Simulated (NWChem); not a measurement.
# nitrogen (N2); SMILES N#N

```xyz
2

N      0.0000     0.0000     0.5447
N      0.0000     0.0000    -0.5447
```
Atoms are numbered in this order, from 1.

Computed with NWChem. Coordinates come from a PBE0-D3(BJ)/def2-TZVP optimisation. Isotropic indirect couplings, all four terms, static geometry, non-relativistic.

Estimate the computed values for B3LYP/IGLO-III. Quantities: J(14N atom 1, 14N atom 2) (Hz).


* **J(14N atom 1, 14N atom 2) (Hz)**: -0.9
